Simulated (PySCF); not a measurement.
Species: DPP, C6H4N2O2.
SMILES with atom numbers: `[O:1]=[C:2]1[NH:3][CH:4]=[C:5]2[C:6](=[O:7])[NH:8][CH:9]=[C:10]12` (hydrogens: H11 on N3; H12 on C4; H13 on N8; H14 on C9)

Computed geometry: GFN2-xTB, gas phase.

(1) What internal coordinates does the optimisation give?

Answers

(1) 
```
          bond  length (Å)
  O1=C2, C6=O7       1.207
  C2–N3, C6–N8       1.410
  N3–C4, N8–C9       1.365
 C4=C5, C9=C10       1.359
 C2–C10, C5–C6       1.453
        C5–C10       1.447
N3–H11, N8–H13       1.008
C4–H12, C9–H14       1.074
```

Bonds in one row agree within 0.01 Å and their mean is given. A selection of angles:
```
    angle  degrees
 O1–C2–N3    123.9
O1–C2–C10    133.1
N3–C2–C10    103.1
 C2–N3–C4    112.6
 N3–C4–C5    108.7
 C4–C5–C6    144.4
C4–C5–C10    107.8
C6–C5–C10    107.8
H11–N3–C2    122.4
H11–N3–C4    125.0
H13–N8–C6    122.5
H13–N8–C9    125.0
```

Dihedral angles: O1–C2–N3–C4 180° (antiperiplanar); C2–N3–C4–C5 0° (synperiplanar); N3–C4–C5–C6 180° (antiperiplanar); C4–C5–C6–O7 0° (synperiplanar); C5–C6–N8–C9 0° (synperiplanar); C6–N8–C9–C10 0° (synperiplanar); N8–C9–C10–C2 180° (antiperiplanar); O1–C2–C10–C9 0° (synperiplanar); C4–C5–C10–C9 180° (antiperiplanar).

The 10 heavy atoms lie in one plane (0.001 Å rms). The 5-membered ring C2–N3–C4–C5–C10 has internal angles of 103.1° to 112.6°; it is planar, 0.00 Å rms from its mean plane, widest ring torsion 0°. The 4 C–N bonds span 1.365 Å (N3–C4, drawn single) to 1.410 Å (C2–N3, drawn single), a spread of 0.045 Å. N3 (amide nitrogen) is planar (angles 125.0°, 122.4° and 112.6°, sum 360.0°, 0.00 Å off the plane of its three neighbours). The 5-membered ring C5–C6–N8–C9–C10 has internal angles of 103.1° to 112.6°; it is planar, 0.00 Å rms from its mean plane, widest ring torsion 0°. The C–C distances run from 1.359 Å (C4=C5, drawn double) to 1.453 Å (C2–C10, drawn single), a spread of 0.094 Å.

Point group: C2h (every atom within 0.08 Å of its image). No frequency check.
